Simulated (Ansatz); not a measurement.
## A reaction path, image by image

NH$_{4}$O, doublet, from a complex of H₂O + NH₂ to a complex of NH₃ + OH; r2SCAN-D4/6-31G (Ansatz 0.2.0). Settings:

```yaml
hamiltonian: {xc: r2scan, dispersion: d4}
neb:
  images: 3
  climbing: false
  max_iterations: 40
  initial_path: idpp
  optimiser: lbfgs
```

First end:

```json
{"atom": "H1", "x (Å)": "0.2911", "y (Å)": "-0.7660", "z (Å)": "0.0041"}
{"atom": "O2", "x (Å)": "0.6022", "y (Å)": "-1.6839", "z (Å)": "0.0355"}
{"atom": "N3", "x (Å)": "-0.5489", "y (Å)": "1.0328", "z (Å)": "0.0776"}
{"atom": "H4", "x (Å)": "1.4391", "y (Å)": "-1.6826", "z (Å)": "-0.4316"}
{"atom": "H5", "x (Å)": "-0.3448", "y (Å)": "1.9768", "z (Å)": "-0.2634"}
{"atom": "H6", "x (Å)": "-1.4386", "y (Å)": "1.1230", "z (Å)": "0.5776"}
```

Second end:

```
6
angstrom
H -0.6089 -0.3091 -0.8866
O 0.5565 -1.1670 0.7458
N -0.6799 0.6011 -0.4522
H 1.4279 -0.7498 0.6640
H 0.1594 1.1399 -0.6077
H -0.8549 0.4850 0.5367
```

The ends were relaxed with PBE0-D4 in triple zeta, so they are not quite minima here (largest force components 0.82 and 1.04 eV/Å).

Energies along the converged band: It took 31 iterations. Path lengths are measured after rigid turns and shifts between images are taken out.
| image | path length (Å) | energy (eV) |
| --- | --- | --- |
| 0 | 0.00 | 0.000 |
| 1 | 0.65 | -0.067 |
| 2 | 1.30 | -0.051 |
| 3 | 1.96 | -0.169 |
| 4 | 2.61 | -0.116 |
Energies count from the first end.

The images between the ends:
Image 1:
```json
{"atom": "H1", "x (Å)": "0.0252", "y (Å)": "-0.7083", "z (Å)": "-0.2369"}
{"atom": "O2", "x (Å)": "0.5120", "y (Å)": "-1.5157", "z (Å)": "0.0918"}
{"atom": "N3", "x (Å)": "-0.5949", "y (Å)": "0.9130", "z (Å)": "-0.0978"}
{"atom": "H4", "x (Å)": "1.4202", "y (Å)": "-1.5040", "z (Å)": "-0.2621"}
{"atom": "H5", "x (Å)": "-0.1229", "y (Å)": "1.8272", "z (Å)": "-0.2025"}
{"atom": "H6", "x (Å)": "-1.2394", "y (Å)": "0.9877", "z (Å)": "0.7074"}
```

Image 2:
```json
{"atom": "H1", "x (Å)": "-0.1922", "y (Å)": "-0.2868", "z (Å)": "-0.2687"}
{"atom": "O2", "x (Å)": "0.5932", "y (Å)": "-1.4218", "z (Å)": "0.2707"}
{"atom": "N3", "x (Å)": "-0.6088", "y (Å)": "0.6999", "z (Å)": "-0.1863"}
{"atom": "H4", "x (Å)": "1.5434", "y (Å)": "-1.3601", "z (Å)": "0.0067"}
{"atom": "H5", "x (Å)": "-0.0575", "y (Å)": "1.5281", "z (Å)": "-0.3850"}
{"atom": "H6", "x (Å)": "-1.2779", "y (Å)": "0.8406", "z (Å)": "0.5626"}
```

Image 3:
```json
{"atom": "H1", "x (Å)": "-0.3666", "y (Å)": "-0.3610", "z (Å)": "-0.5917"}
{"atom": "O2", "x (Å)": "0.5946", "y (Å)": "-1.2970", "z (Å)": "0.5017"}
{"atom": "N3", "x (Å)": "-0.6348", "y (Å)": "0.5956", "z (Å)": "-0.3479"}
{"atom": "H4", "x (Å)": "1.5218", "y (Å)": "-0.9511", "z (Å)": "0.4647"}
{"atom": "H5", "x (Å)": "0.0159", "y (Å)": "1.3388", "z (Å)": "-0.5546"}
{"atom": "H6", "x (Å)": "-1.1310", "y (Å)": "0.6746", "z (Å)": "0.5278"}
```

The band counts as converged below 0.05 eV/Å. The run took about 70 s on 2 CPU threads of an Arm Neoverse V2 (shared host).
